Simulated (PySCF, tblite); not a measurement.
# C₄H₆FO+: dynamics, then NMR shifts on frames

Aim: move C₄H₆FO+ (`CC[C@H](F)C#[O+]`) away from its starting geometry and see how NMR shifts follow the geometry.

Computed with tblite 0.8.0 and PySCF 2.14.0, with density-fitted response routines of our own, on a single molecule in the gas phase. Atoms are numbered from 0 throughout.

### 1 The starting structure

12 atoms, charge 1, multiplicity 1; geometry from: GFN2-xTB.

Bonds of the start (Å): C0–C1 1.52, C1–C2 1.58, C2–F3 1.35, C2–C4 1.41, C4–O5 1.12, C0–H6 1.09, C0–H7 1.09, C0–H8 1.09, C1–H9 1.09, C1–H10 1.09, C2–H11 1.11.

### 2 Dynamics with GFN2-xTB

What the job is given:

```
{"job": {"kind": "md", "xc": "GFN2-xTB", "basis": "xTB", "temperature": 300, "steps": 2000, "every": 50, "frames": 5}, "charge": 1, "multiplicity": 1}
C     -1.560368    -0.016785     0.111979
C     -0.202581    -0.220819    -0.541032
C      0.903375     0.306772     0.449112
F      0.848075     1.655144     0.559541
C      2.138620    -0.154051    -0.061124
O      3.027240    -0.616609    -0.552474
H     -2.325307    -0.304036    -0.607581
H     -1.681971    -0.634709     0.998207
H     -1.717597     1.025626     0.376975
H     -0.130063     0.355717    -1.464502
H     -0.033089    -1.276642    -0.756057
H      0.734865    -0.120295     1.460927
```

Level: GFN2-xTB Langevin dynamics, gas phase.

On the command line:

```console
$ OMP_NUM_THREADS=1 python probes_run.py task.json out
```

This one command runs all jobs of the session in turn.

What it wrote:

```text
t/fs     T/K      E/eV
    0.0   261.5   -541.13033
   25.0   192.9   -540.87101
   50.0   327.6   -540.79706
   75.0   282.4   -540.78533
  100.0   292.2   -540.79704
  125.0   247.5   -540.64358
  150.0   284.9   -540.68325
  175.0   393.3   -540.68844
  200.0   324.4   -540.65299
  225.0   360.2   -540.75718
  250.0   330.9   -540.70539
  275.0   398.7   -540.72983
  300.0   310.7   -540.73830
  325.0   225.6   -540.71826
  350.0   311.6   -540.68569
  375.0   252.7   -540.67216
  400.0   352.6   -540.72518
  425.0   232.7   -540.70266
  450.0   235.5   -540.48691
  475.0   298.2   -540.60523
  500.0   320.0   -540.62519
  525.0   321.9   -540.67869
  550.0   243.1   -540.67838
  575.0   231.5   -540.67054
  600.0   267.3   -540.70957
  625.0   299.7   -540.71838
  650.0   350.6   -540.85032
  675.0   333.7   -540.68262
  700.0   291.6   -540.58900
  725.0   238.4   -540.46806
  750.0   300.0   -540.51817
  775.0   266.6   -540.65498
  800.0   224.3   -540.71826
  825.0   296.7   -540.77199
  850.0   253.4   -540.71286
  875.0   349.7   -540.73241
  900.0   222.4   -540.74031
  925.0   274.8   -540.77139
  950.0   226.1   -540.72855
  975.0   245.0   -540.76235
 1000.0   246.1   -540.69594
```

It took 5.5 s on 1 thread of AMD EPYC 9R14, shared host; peak memory 0.18 GiB.

Distance from the start (root mean square after alignment): 0 fs 0.00 Å, 200 fs 0.29 Å, 400 fs 0.70 Å, 600 fs 1.06 Å, 800 fs 1.55 Å, 1000 fs 1.45 Å.

Positions (Å) and forces (eV/Å) at 1000 fs:

```xyz
12

C    -1.934   -0.142    0.577   -1.467   -1.069   -0.319
C    -0.762   -1.054    0.929    0.544   -0.020   -1.728
C     0.655   -0.387    0.997    0.839   -0.603    0.659
F     0.862    0.513    2.001   -0.500    0.278   -0.500
C     1.096   -0.023   -0.285   -0.601    0.534    1.572
O     1.372    0.252   -1.318    0.439    0.150   -1.665
H    -2.754   -0.310    1.319    0.586    0.028   -0.623
H    -1.784    0.914    0.576    0.556    0.525    0.155
H    -2.346   -0.409   -0.448    0.473    0.292    1.280
H    -0.666   -1.801    0.095   -0.106    0.274    0.831
H    -0.797   -1.585    1.861   -0.589   -0.157    0.496
H     1.392   -1.188    1.287   -0.173   -0.231   -0.159
```

### 3 NMR shieldings: 250 fs, PBE0/pcSseg-1

What the job is given:

```
{"job": {"kind": "nmr", "xc": "PBE0", "basis": "pcSseg-1", "pop": false}, "charge": 1, "multiplicity": 1}
C     -1.790000    -0.122900     0.230700
C     -0.491600     0.032000    -0.445600
C      0.476600     0.527200     0.673300
F      0.229200     1.738800     1.166700
C      1.727900     0.405100     0.020100
O      2.586000     0.187200    -0.640200
H     -2.416700    -0.506700    -0.535200
H     -1.916900    -0.864100     0.959400
H     -2.157700     0.810500     0.729900
H     -0.459600     0.762600    -1.233400
H     -0.216700    -0.913400    -0.980500
H      0.522600    -0.133800     1.545500
```

Method: GIAO PBE0/pcSseg-1 NMR shielding, non-relativistic, gas phase.

What it wrote:

```text
coarse grid: 10240 points
cycle   1  E = -330.1337589155  dE =  1.408e+00  |g| = 8.641e-01  |ddm| = 3.017e+00
cycle   2  E = -329.6425063171  dE =  4.913e-01  |g| = 1.892e+00  |ddm| = 1.717e+00
cycle   3  E = -330.2808270459  dE = -6.383e-01  |g| = 2.365e-01  |ddm| = 1.033e+00
cycle   4  E = -330.2912135550  dE = -1.039e-02  |g| = 8.423e-02  |ddm| = 2.131e-01
cycle   5  E = -330.2924421586  dE = -1.229e-03  |g| = 1.598e-02  |ddm| = 4.985e-02
cycle   6  E = -330.2924805568  dE = -3.840e-05  |g| = 4.461e-03  |ddm| = 1.460e-02
cycle   7  E = -330.2924838162  dE = -3.259e-06  |g| = 1.281e-03  |ddm| = 3.500e-03
final grid: 99880 points
cycle   8  E = -330.3459016676  dE = -6.865e-06  |g| = 1.479e-02  |ddm| = 2.413e-02
cycle   9  E = -330.3457641398  dE =  1.375e-04  |g| = 3.108e-02  |ddm| = 2.328e-02
cycle  10  E = -330.3459432742  dE = -1.791e-04  |g| = 3.023e-03  |ddm| = 1.558e-02
cycle  11  E = -330.3459452095  dE = -1.935e-06  |g| = 2.896e-04  |ddm| = 1.999e-03
cycle  12  E = -330.3459452244  dE = -1.487e-08  |g| = 1.182e-04  |ddm| = 3.024e-04
cycle  13  E = -330.3459452265  dE = -2.152e-09  |g| = 3.658e-05  |ddm| = 8.509e-05
cycle  14  E = -330.3459452268  dE = -2.474e-10  |g| = 9.905e-06  |ddm| = 3.315e-05
converged SCF energy = -330.3459452268

GIAO shielding tensors (ppm)
atom      isotropic    diamagn.    paramagn.     s11        s22        s33       span
  0 C      174.772     244.992     -70.220    154.460    172.896    196.960     42.500
  1 C      140.030     253.378    -113.347    104.248    138.973    176.869     72.621
  2 C      112.531     247.210    -134.679     75.200    108.279    154.114     78.914
  3 F      433.290     467.650     -34.360    379.839    433.561    486.470    106.630
  4 C       29.335     264.176    -234.841    -91.846    -72.673    252.524    344.371
  5 O      -45.720     396.211    -441.931   -223.063   -134.775    220.677    443.740
  6 H       30.000      27.333       2.667     24.347     27.196     38.456     14.109
  7 H       30.795      29.489       1.306     26.790     27.941     37.654     10.864
  8 H       28.545      26.267       2.278     23.651     27.320     34.664     11.012
  9 H       28.578      30.857      -2.279     25.442     27.652     32.640      7.199
 10 H       27.633      30.781      -3.148     23.194     26.834     32.871      9.677
 11 H       25.266      28.053      -2.787     22.406     23.816     29.577      7.171
```

Wall time 7 s (1 thread of AMD EPYC 9R14, shared host); peak memory 0.64 GiB.

Shifts follow as δ = σ(reference) − σ, with reference shieldings (ppm) from runs at the same level and on the same kind of geometry: 1H TMS 31.72, 13C TMS 186.9, 19F CFCl3 170.9, 17O H2O 336.1. The references are single molecules in the gas phase, so shifts against H2O, NH3, PH3, H3PO4 or CFCl3 are not on the usual liquid scales and can be off by tens of ppm. Each atom is listed at this fixed geometry, with no averaging over motion; a spectrum would average atoms that exchange fast.

```csv
atoms,environment,σ (ppm),δ (ppm)
C4,acylium carbon,29.3,157.6
C2,sp3 CH bonded to F,112.5,74.4
C1,sp3 CH2,140.0,46.9
C0,methyl carbon,174.8,12.2
H11,hydrogen on an sp3 CH bonded to F,25.27,6.45
H10,hydrogen on an sp3 CH2,27.63,4.08
H8,hydrogen on a methyl carbon,28.54,3.17
H9,hydrogen on an sp3 CH2,28.58,3.14
H6,hydrogen on a methyl carbon,30.00,1.72
H7,hydrogen on a methyl carbon,30.79,0.92
F3,fluorine on an sp3 carbon,433.3,-262.3
O5,oxygen bonded to C,-45.7,381.8
```

### 4 Shielding tensors: 425 fs, PBE0/pcSseg-1

What the job is given:

```
{"job": {"kind": "nmr", "xc": "PBE0", "basis": "pcSseg-1", "pop": false}, "charge": 1, "multiplicity": 1}
C     -1.940000     0.358200     0.193800
C     -0.700900    -0.506800     0.025700
C      0.440500    -0.060500     1.041300
F      0.133800     1.140400     1.671200
C      1.462400     0.211800     0.090800
O      2.249100     0.353900    -0.659200
H     -2.572000    -0.007800    -0.643300
H     -2.371000     0.288700     1.134000
H     -1.756000     1.469600     0.031800
H     -0.282000    -0.461300    -0.987900
H     -1.017300    -1.501000     0.303900
H      0.762400    -0.820000     1.802800
```

Method: GIAO PBE0/pcSseg-1 NMR shielding, non-relativistic, gas phase.

What it wrote:

```text
coarse grid: 10240 points
cycle   1  E = -330.1277308885  dE =  1.240e+00  |g| = 8.743e-01  |ddm| = 2.949e+00
cycle   2  E = -329.6257207244  dE =  5.020e-01  |g| = 1.921e+00  |ddm| = 1.656e+00
cycle   3  E = -330.2807488824  dE = -6.550e-01  |g| = 2.241e-01  |ddm| = 1.003e+00
cycle   4  E = -330.2899273743  dE = -9.178e-03  |g| = 8.748e-02  |ddm| = 1.936e-01
cycle   5  E = -330.2911640854  dE = -1.237e-03  |g| = 2.253e-02  |ddm| = 5.059e-02
cycle   6  E = -330.2912435056  dE = -7.942e-05  |g| = 5.385e-03  |ddm| = 1.896e-02
cycle   7  E = -330.2912488013  dE = -5.296e-06  |g| = 1.334e-03  |ddm| = 4.054e-03
final grid: 99880 points
cycle   8  E = -330.3455190470  dE = -1.069e-05  |g| = 1.482e-02  |ddm| = 2.670e-02
cycle   9  E = -330.3453839409  dE =  1.351e-04  |g| = 3.110e-02  |ddm| = 2.253e-02
cycle  10  E = -330.3455603842  dE = -1.764e-04  |g| = 2.740e-03  |ddm| = 1.496e-02
cycle  11  E = -330.3455619989  dE = -1.615e-06  |g| = 3.304e-04  |ddm| = 1.824e-03
cycle  12  E = -330.3455620140  dE = -1.512e-08  |g| = 1.671e-04  |ddm| = 3.585e-04
cycle  13  E = -330.3455620181  dE = -4.146e-09  |g| = 3.930e-05  |ddm| = 1.177e-04
cycle  14  E = -330.3455620184  dE = -3.057e-10  |g| = 1.016e-05  |ddm| = 3.522e-05
converged SCF energy = -330.3455620184

GIAO shielding tensors (ppm)
atom      isotropic    diamagn.    paramagn.     s11        s22        s33       span
  0 C      173.936     245.497     -71.561    161.978    173.769    186.061     24.083
  1 C      144.951     253.730    -108.779     98.042    165.246    171.567     73.525
  2 C      109.148     247.364    -138.217     63.796    103.071    160.577     96.781
  3 F      404.348     469.647     -65.300    375.746    382.928    454.369     78.622
  4 C       32.936     264.232    -231.295    -91.262    -72.147    262.218    353.479
  5 O      -32.781     396.355    -429.135   -224.305   -114.585    240.548    464.853
  6 H       28.775      26.307       2.467     23.795     26.036     36.493     12.698
  7 H       30.708      28.814       1.894     26.553     27.996     37.576     11.023
  8 H       28.529      27.358       1.171     24.139     26.935     34.514     10.375
  9 H       28.538      32.526      -3.988     23.640     29.443     32.530      8.889
 10 H       27.786      30.084      -2.298     22.980     26.864     33.514     10.534
 11 H       24.319      25.847      -1.528     21.049     22.917     28.992      7.943
```

It took 6.7 s on 1 thread of AMD EPYC 9R14, shared host; peak memory 0.65 GiB.

This run: δ C4 154.0, C2 77.8, C1 42.0, C0 13.0, H11 7.40, H10 3.93 ppm.

### 5 NMR shieldings: 625 fs, PBE0/pcSseg-1

What the job is given:

```
{"job": {"kind": "nmr", "xc": "PBE0", "basis": "pcSseg-1", "pop": false}, "charge": 1, "multiplicity": 1}
C     -1.755900    -0.234700     0.305200
C     -0.574300    -1.151900     0.528900
C      0.590800    -0.141400     1.036400
F      0.065100     0.719200     1.979800
C      1.205700     0.467600    -0.085600
O      1.697900     0.641200    -1.059400
H     -2.568100    -0.699600    -0.234500
H     -2.255900     0.006500     1.277900
H     -1.459600     0.740200    -0.130900
H     -0.312000    -1.528800    -0.467700
H     -0.619200    -1.916200     1.294600
H      1.323200    -0.798000     1.477600
```

With the program's defaults for keys left out, this is: GIAO PBE0/pcSseg-1 NMR shielding, non-relativistic, gas phase.

What it wrote:

```text
coarse grid: 10240 points
cycle   1  E = -330.1243900116  dE =  1.218e+00  |g| = 8.744e-01  |ddm| = 2.953e+00
cycle   2  E = -329.5866168688  dE =  5.378e-01  |g| = 1.969e+00  |ddm| = 1.648e+00
cycle   3  E = -330.2783906288  dE = -6.918e-01  |g| = 2.398e-01  |ddm| = 1.010e+00
cycle   4  E = -330.2891416330  dE = -1.075e-02  |g| = 9.019e-02  |ddm| = 2.096e-01
cycle   5  E = -330.2904862517  dE = -1.345e-03  |g| = 2.170e-02  |ddm| = 5.239e-02
cycle   6  E = -330.2905597942  dE = -7.354e-05  |g| = 5.074e-03  |ddm| = 1.744e-02
cycle   7  E = -330.2905642130  dE = -4.419e-06  |g| = 1.604e-03  |ddm| = 4.054e-03
final grid: 99880 points
cycle   8  E = -330.3454295969  dE = -5.639e-06  |g| = 1.559e-02  |ddm| = 2.388e-02
cycle   9  E = -330.3452727639  dE =  1.568e-04  |g| = 3.319e-02  |ddm| = 2.409e-02
cycle  10  E = -330.3454754814  dE = -2.027e-04  |g| = 3.152e-03  |ddm| = 1.602e-02
cycle  11  E = -330.3454776010  dE = -2.120e-06  |g| = 3.470e-04  |ddm| = 2.066e-03
cycle  12  E = -330.3454776189  dE = -1.791e-08  |g| = 1.541e-04  |ddm| = 3.632e-04
cycle  13  E = -330.3454776226  dE = -3.668e-09  |g| = 3.791e-05  |ddm| = 1.078e-04
cycle  14  E = -330.3454776229  dE = -2.735e-10  |g| = 1.147e-05  |ddm| = 3.436e-05
converged SCF energy = -330.3454776229

GIAO shielding tensors (ppm)
atom      isotropic    diamagn.    paramagn.     s11        s22        s33       span
  0 C      168.149     246.892     -78.743    146.966    171.150    186.332     39.366
  1 C      130.498     254.723    -124.225     91.889    132.310    167.293     75.403
  2 C      104.870     249.317    -144.447     56.454    101.577    156.580    100.126
  3 F      411.332     470.272     -58.939    367.599    420.130    446.268     78.668
  4 C       31.209     264.113    -232.903    -97.640    -77.230    268.497    366.137
  5 O      -27.380     396.143    -423.523   -229.528   -175.340    322.728    552.256
  6 H       29.283      27.523       1.760     24.977     26.085     36.788     11.810
  7 H       28.249      27.296       0.953     23.956     26.443     34.346     10.390
  8 H       30.072      29.810       0.262     25.782     29.079     35.355      9.573
  9 H       27.918      31.269      -3.351     24.459     26.894     32.400      7.941
 10 H       27.268      29.054      -1.786     23.261     25.916     32.627      9.366
 11 H       24.814      27.278      -2.465     22.511     23.264     28.666      6.154
```

It took 6.9 s on 1 thread of AMD EPYC 9R14, shared host; peak memory 0.65 GiB.

This run: δ C4 155.7, C2 82.1, C1 56.4, C0 18.8, H11 6.90, H10 4.45 ppm.

### 6 Nuclear shieldings: 800 fs, PBE0/pcSseg-1

What the job is given:

```
{"job": {"kind": "nmr", "xc": "PBE0", "basis": "pcSseg-1", "pop": false}, "charge": 1, "multiplicity": 1}
C     -1.741100     0.085300    -0.120300
C     -0.845500    -0.849200     0.653900
C      0.547900    -0.137800     0.902800
F      0.287200     0.843500     1.778100
C      1.084400     0.349800    -0.371600
O      1.581700     0.474900    -1.334200
H     -2.715500     0.050100     0.337000
H     -1.402500     1.138300    -0.096100
H     -1.790200    -0.322100    -1.179600
H     -0.797000    -1.796400     0.168500
H     -1.236900    -1.027200     1.653000
H      1.371300    -0.846700     1.262500
```

Level: GIAO PBE0/pcSseg-1 NMR shielding, non-relativistic, gas phase.

What it wrote:

```text
coarse grid: 10240 points
cycle   1  E = -330.1315225381  dE =  1.256e+00  |g| = 8.771e-01  |ddm| = 2.944e+00
cycle   2  E = -329.6303048219  dE =  5.012e-01  |g| = 1.920e+00  |ddm| = 1.606e+00
cycle   3  E = -330.2854906444  dE = -6.552e-01  |g| = 2.316e-01  |ddm| = 9.736e-01
cycle   4  E = -330.2952596289  dE = -9.769e-03  |g| = 8.068e-02  |ddm| = 1.870e-01
cycle   5  E = -330.2962862259  dE = -1.027e-03  |g| = 2.099e-02  |ddm| = 4.569e-02
cycle   6  E = -330.2963554890  dE = -6.926e-05  |g| = 4.549e-03  |ddm| = 1.694e-02
cycle   7  E = -330.2963591204  dE = -3.631e-06  |g| = 1.260e-03  |ddm| = 3.465e-03
final grid: 99880 points
cycle   8  E = -330.3503473801  dE = -7.312e-06  |g| = 1.473e-02  |ddm| = 2.505e-02
cycle   9  E = -330.3502163302  dE =  1.310e-04  |g| = 3.072e-02  |ddm| = 2.179e-02
cycle  10  E = -330.3503882162  dE = -1.719e-04  |g| = 2.796e-03  |ddm| = 1.439e-02
cycle  11  E = -330.3503899592  dE = -1.743e-06  |g| = 2.180e-04  |ddm| = 1.864e-03
cycle  12  E = -330.3503899666  dE = -7.431e-09  |g| = 1.177e-04  |ddm| = 2.570e-04
cycle  13  E = -330.3503899686  dE = -2.017e-09  |g| = 3.079e-05  |ddm| = 8.104e-05
cycle  14  E = -330.3503899688  dE = -1.605e-10  |g| = 8.374e-06  |ddm| = 2.646e-05
converged SCF energy = -330.3503899688

GIAO shielding tensors (ppm)
atom      isotropic    diamagn.    paramagn.     s11        s22        s33       span
  0 C      167.858     250.276     -82.418    141.005    174.165    188.405     47.400
  1 C      143.581     250.342    -106.761    115.932    140.097    174.714     58.783
  2 C       94.913     247.128    -152.215     68.411     93.112    123.217     54.806
  3 F      402.298     469.820     -67.522    365.717    390.882    450.294     84.576
  4 C       35.481     265.220    -229.739    -96.442    -72.752    275.636    372.078
  5 O      -22.937     396.443    -419.380   -217.536   -202.502    351.226    568.762
  6 H       29.011      27.475       1.536     24.134     26.469     36.430     12.296
  7 H       29.786      29.851      -0.065     25.926     29.343     34.090      8.163
  8 H       28.139      28.288      -0.148     24.033     26.161     34.224     10.192
  9 H       28.859      30.451      -1.592     24.609     27.696     34.273      9.665
 10 H       28.214      28.716      -0.503     24.099     26.425     34.118     10.020
 11 H       23.783      24.859      -1.075     21.237     22.190     27.922      6.685
```

Wall time 6.9 s (1 thread of AMD EPYC 9R14, shared host); peak memory 0.65 GiB.

In short: δ C4 151.4, C2 92.0, C1 43.3, C0 19.1, H11 7.93, H8 3.58 ppm.

### 7 Nuclear shieldings: 1000 fs, PBE0/pcSseg-1

What the job is given:

```
{"job": {"kind": "nmr", "xc": "PBE0", "basis": "pcSseg-1", "pop": false}, "charge": 1, "multiplicity": 1}
C     -1.933800    -0.142400     0.577300
C     -0.761700    -1.053700     0.929400
C      0.654700    -0.387200     0.996700
F      0.861800     0.513000     2.000700
C      1.096100    -0.022900    -0.284900
O      1.371700     0.252400    -1.317700
H     -2.754100    -0.310100     1.319300
H     -1.784000     0.914300     0.575700
H     -2.346000    -0.409100    -0.448000
H     -0.666100    -1.801400     0.095300
H     -0.797000    -1.584700     1.861100
H      1.392200    -1.187700     1.287400
```

Method: GIAO PBE0/pcSseg-1 NMR shielding, non-relativistic, gas phase.

What it wrote:

```text
coarse grid: 10240 points
cycle   1  E = -330.1314864026  dE =  1.233e+00  |g| = 8.671e-01  |ddm| = 2.945e+00
cycle   2  E = -329.6058005516  dE =  5.257e-01  |g| = 1.951e+00  |ddm| = 1.654e+00
cycle   3  E = -330.2816952167  dE = -6.759e-01  |g| = 2.303e-01  |ddm| = 1.018e+00
cycle   4  E = -330.2912835761  dE = -9.588e-03  |g| = 8.946e-02  |ddm| = 2.016e-01
cycle   5  E = -330.2925672595  dE = -1.284e-03  |g| = 2.241e-02  |ddm| = 5.407e-02
cycle   6  E = -330.2926458821  dE = -7.862e-05  |g| = 4.938e-03  |ddm| = 1.903e-02
cycle   7  E = -330.2926503012  dE = -4.419e-06  |g| = 1.427e-03  |ddm| = 3.969e-03
final grid: 99880 points
cycle   8  E = -330.3462928459  dE = -2.695e-06  |g| = 1.476e-02  |ddm| = 2.274e-02
cycle   9  E = -330.3461535398  dE =  1.393e-04  |g| = 3.136e-02  |ddm| = 2.277e-02
cycle  10  E = -330.3463338967  dE = -1.804e-04  |g| = 2.931e-03  |ddm| = 1.520e-02
cycle  11  E = -330.3463357799  dE = -1.883e-06  |g| = 2.799e-04  |ddm| = 1.969e-03
cycle  12  E = -330.3463357902  dE = -1.030e-08  |g| = 1.454e-04  |ddm| = 3.175e-04
cycle  13  E = -330.3463357933  dE = -3.145e-09  |g| = 3.275e-05  |ddm| = 1.021e-04
cycle  14  E = -330.3463357935  dE = -1.983e-10  |g| = 9.524e-06  |ddm| = 2.975e-05
converged SCF energy = -330.3463357935

GIAO shielding tensors (ppm)
atom      isotropic    diamagn.    paramagn.     s11        s22        s33       span
  0 C      176.530     246.072     -69.542    163.189    169.498    196.902     33.714
  1 C      143.910     252.691    -108.781    116.780    149.073    165.878     49.098
  2 C      112.055     244.314    -132.258     70.857    106.659    158.650     87.794
  3 F      410.100     468.653     -58.554    342.491    403.381    484.427    141.936
  4 C       30.745     265.743    -234.998    -95.159    -72.804    260.198    355.357
  5 O      -40.081     396.540    -436.620   -211.632   -179.148    270.538    482.170
  6 H       28.390      25.167       3.224     23.358     25.655     36.158     12.799
  7 H       30.198      29.912       0.287     25.861     28.751     35.984     10.123
  8 H       28.503      27.291       1.213     23.812     26.290     35.407     11.594
  9 H       28.203      29.706      -1.503     23.515     27.762     33.332      9.816
 10 H       27.909      28.310      -0.401     22.679     27.451     33.598     10.919
 11 H       24.122      25.241      -1.119     20.712     23.463     28.191      7.479
```

It took 7.2 s on 1 thread of AMD EPYC 9R14, shared host; peak memory 0.65 GiB.

Key values: δ C4 156.2, C2 74.9, C1 43.0, C0 10.4, H11 7.59, H10 3.81 ppm.

### 8 Side by side: NMR shifts

Shifts (ppm) of some atoms, chosen among heavy atoms and hydrogens apart, with basis size and wall time:

```csv
frame,C2,C1,C0,H8,H7,F3,O5,functions,time
250 fs,74.4,46.9,12.2,3.17,0.92,-262.3,381.8,132,7 s
425 fs,77.8,42.0,13.0,3.19,1.01,-233.4,368.9,132,6.7 s
625 fs,82.1,56.4,18.8,1.64,3.47,-240.4,363.5,132,6.9 s
800 fs,92.0,43.3,19.1,3.58,1.93,-231.4,359.0,132,6.9 s
1000 fs,74.9,43.0,10.4,3.21,1.52,-239.2,376.2,132,7.2 s
```

### 9 Outcome

| quantity | value |
| --- | --- |
| thermostat | 300 K |
| mean temperature, second half | 276 K |
| mean potential energy above the minimum | 0.44 eV |
| 13C shifts against TMS (PBE0/pcSseg-1, 250 fs) | 157.6, 74.4, 46.9, 12.2 ppm |
| 1H shifts against TMS (PBE0/pcSseg-1, 250 fs) | 6.45, 4.08, 3.17, 3.14, 1.72, 0.92 ppm |
| 19F shifts against CFCl3 (PBE0/pcSseg-1, 250 fs) | -262.3 ppm |
| 17O shifts against H2O (PBE0/pcSseg-1, 250 fs) | 381.8 ppm |
| range of the shift of F3 | -262.3 to -231.4 ppm |

In the second half the potential energy averages 0.44 eV above the minimum; equipartition over 30 harmonic modes at 300 K would give 0.39 eV. With 12 atoms the temperature swings widely (193 to 399 K). Shifts at one fixed geometry are not the observed spectrum, which averages over the motion. In the first frame run (250 fs): Shielding is most anisotropic at O5 (span 444 ppm, paramagnetic term -442 ppm). Across the 5 runs the shift of F3 moves most, between -262.3 (250 fs) and -231.4 ppm (800 fs).
